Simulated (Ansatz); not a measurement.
Reaction (SMILES): ClCl (Cl2) → 2 Cl atom
B3LYP-D3(BJ)/def2-TZVP geometries, fixed; electronic energies without zero-point terms.

How fast the bond dissociation energy converges with the basis for several methods (Ansatz, a quantum-chemistry and plane-wave program): deviation from each method's own reference, in kcal/mol. References: B3LYP 55.83 kcal/mol, the value in aug-cc-pV(5+d)Z; CCSD(T) 59.18 kcal/mol, Hartree-Fock in aug-cc-pV(Q+d)Z plus the correlation part extrapolated as X^-3 from aug-cc-pV(T+d)Z and aug-cc-pV(Q+d)Z; HF 19.13 kcal/mol, the value in pcseg-4; MP2 63.80 kcal/mol, Hartree-Fock in aug-cc-pV(Q+d)Z plus the correlation part extrapolated as X^-3 from aug-cc-pV(T+d)Z and aug-cc-pV(Q+d)Z; PBE 65.92 kcal/mol, the value in aug-cc-pV(5+d)Z; wB97M-V 60.80 kcal/mol, the value in aug-cc-pV(5+d)Z. All functions are spherical. In correlated methods cores are frozen. Open shells are unrestricted. No added dispersion term, no relativity. Functionals ending in -V hold VV10 correlation. 

| basis | functions | B3LYP | CCSD(T) | HF | MP2 | PBE | wB97M-V |
|---|---|---|---|---|---|---|---|
| pcseg-1 | 36 | -7.29 | -18.39 | -8.28 | -20.39 | -7.54 | -8.38 |
| def2-SVP | 36 | -5.09 | -16.97 | -6.31 | -20.06 | -5.60 | -5.51 |
| aug-pcseg-1 | 54 | -6.00 | -15.91 | -6.45 | -17.59 | -6.07 | -6.99 |
| aug-cc-pV(D+d)Z | 64 | -2.96 | -13.14 | -4.16 | -14.34 | -2.88 | -3.80 |
| 6-311++G(2d,2p) | 70 | -2.92 | -12.13 | -2.72 | -13.17 | -2.65 | -3.66 |
| def2-TZVP | 74 | -0.59 | -6.39 | -1.09 | -6.55 | -0.44 | -0.54 |
| cc-pV(T+d)Z | 78 | -0.54 | -5.93 | -0.67 | -6.07 | -0.45 | -0.49 |
| def2-TZVPP | 84 | -0.55 | -6.18 | -1.06 | -6.33 | -0.39 | -0.49 |
| def2-TZVPD | 92 | -0.38 | -5.52 | -0.59 | -5.76 | -0.28 | -0.53 |
| def2-TZVPPD | 102 | -0.35 | -5.36 | -0.58 | -5.59 | -0.25 | -0.49 |
| def2-QZVPP | 140 | -0.23 | -2.44 | -0.34 | -2.45 | -0.24 | -0.16 |
| aug-pcseg-3 | 178 | 0.04 | -2.00 | -0.01 | -2.00 | -0.03 | 0.02 |

Mean absolute deviation over 6-311++G(2d,2p), def2-TZVP, cc-pV(T+d)Z, def2-TZVPP, def2-TZVPD, def2-TZVPPD: PBE 0.74, B3LYP 0.89, wB97M-V 1.03, HF 1.12, CCSD(T) 6.92, MP2 7.25 kcal/mol.
